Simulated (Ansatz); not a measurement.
A calculation with Ansatz (development build ahead of 0.2.0).

```yaml
crystal:
  periodic: [false, false, false]
  atoms:
    - { symbol: P, position_ang: [0.0, 0.0, 0.0] }
    - { symbol: H, position_ang: [2.61811, 0.0, 0.0] }
    - { symbol: H, position_ang: [-2.33266, 0.0, 0.0] }
basis:
  gaussian: { orbitals: "6-31G" }
total_charge: -1
hamiltonian:
  xc: hf
correlation:
  method: fci
  frozen_orbitals: { H: 0, P: 5 }
```

The input is written out in the form of the current development build from the run's settings.

The run gave:

* Converged: yes
* Total energy: -341.72704 hartree
* State: lowest singlet root, of any spatial symmetry

Caution: no diffuse functions for an anion.
